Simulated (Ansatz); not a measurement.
We consider diamond, described by revPBE (plane waves, PAW; Ansatz, a quantum-chemistry and plane-wave program).

Numerical settings: plane-wave cutoff 520 eV, 16×16×16 k mesh, perturbation theory, scalar-relativistic PAW data made under PBE.

Computed at the level's own relaxed cell.

Problem. Give the computed electronic dielectric constant ε∞ and zone-centre TO phonon frequency.

Solution. 
- electronic dielectric constant ε∞: 5.89
- zone-centre TO phonon frequency: 1281 cm⁻¹

Measured, for comparison: high-frequency dielectric constant 5.7 (300 K, not corrected to a static lattice, our sources range from 5.50 to 5.70; as tabulated in Skelton et al. (2020), arXiv:2005.00277); zone-centre TO phonon frequency 1333 cm⁻¹ (low temperature, zero-point motion not removed; as tabulated in Kunc et al. (2003), arXiv:cond-mat/0304692). Computed (rounded) less measured: high-frequency dielectric constant +3 % (+3 % to +7 % over the range), zone-centre TO phonon frequency -4 %.
